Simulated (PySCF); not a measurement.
The vertical singlet excitations below were computed for one of the candidates. Level of theory: TDDFT B3LYP/def2-SVPD, vertical, gas phase, core orbitals frozen in the response (PySCF 2.14.0, density-fitted response routines). Geometries: PBE0-D3(BJ)/def2-SVP, one conformer each.

```json
{"state": "S1", "E (eV)": "6.47", "f": "0.0002"}
{"state": "S2", "E (eV)": "7.45", "f": "0.046"}
{"state": "S3", "E (eV)": "7.83", "f": "0.026"}
{"state": "S4", "E (eV)": "7.96", "f": "0.024"}
{"state": "S5", "E (eV)": "8.02", "f": "0.0025"}
{"state": "S6", "E (eV)": "8.25", "f": "0.0008"}
{"state": "S7", "E (eV)": "8.53", "f": "0.070"}
{"state": "S8", "E (eV)": "8.60", "f": "0.0004"}
{"state": "S9", "E (eV)": "8.68", "f": "0.096"}
{"state": "S10", "E (eV)": "8.71", "f": "0.0013"}
```

Orbital energies (eV): HOMO-3 -10.40, HOMO-2 -10.03, HOMO-1 -9.60, HOMO -8.56, LUMO -0.57, LUMO+1 0.04, LUMO+2 0.26.

**Question.** Which candidate is it? All have the formula C4H4FN.
A. `c1(F)ccc[nH]1`
B. `N#CC1(F)CC1`
C. `N#C/C=C/CF`

**Answer.** B. Its S1, at 6.47 eV, is the highest among the candidates; the nearest of the others has S1 at 6.08 eV. S1 is HOMO→LUMO (96%). Löwdin shares by element: HOMO carbon 33% or more, nitrogen 22%, fluorine 13% (atoms not listed hold the other 31%); LUMO carbon 41% or more, nitrogen 32%, fluorine 11% (atoms not listed hold the other 16%). At the same level the other candidates give, for their lowest levels:
- `Fc1ccc[nH]1`: 5.46 eV (f 0.001); 6.00 eV (f 0.012); 6.40 eV (f 0.020); 6.40 eV (f 0.109); 6.65 eV (f 0.000); T1 4.35 eV; HOMO -5.97, LUMO 0.46 eV
- `N#C/C=C/CF`: 6.08 eV (f 0.416); 6.11 eV (f 0.000); 6.89 eV (f 0.001); 7.13 eV (f 0.007); 7.18 eV (f 0.001); T1 3.69 eV; HOMO -8.03, LUMO -1.91 eV
Triplets come from the Tamm–Dancoff approximation.
